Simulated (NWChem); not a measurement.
**Dipole moment of formaldehyde (CH$_{2}$O)**

SMILES: C=O
```xyz
4

C      0.0000     0.0000     0.5228
O      0.0000     0.0000    -0.6733
H     -0.9444     0.0000     1.1247
H      0.9444     0.0000     1.1247
```
Charge 0, spin multiplicity 1.

All runs are NWChem calculations. The geometry was optimised at PBE0/def2-SVP, a minimum by its harmonic frequencies.

Basis set: def2-SVPD. The CCSD dipole comes from the Λ equations, without orbital relaxation.

The correlated methods keep 2 core orbitals frozen. B3LYP has NWChem's definition, with VWN1-RPA local correlation. Coupled-cluster values serve here as a point of comparison, not as the truth.

| method | dipole moment (D) |
|---|---|
| B3LYP | 2.39 |
| PBE0 | 2.39 |
| HF | ___ |
| PBE | ___ |
| CCSD | 2.33 |

### Question
Fill in the missing entries.

### Answer

- HF, dipole moment (D): 2.83
- PBE, dipole moment (D): 2.21
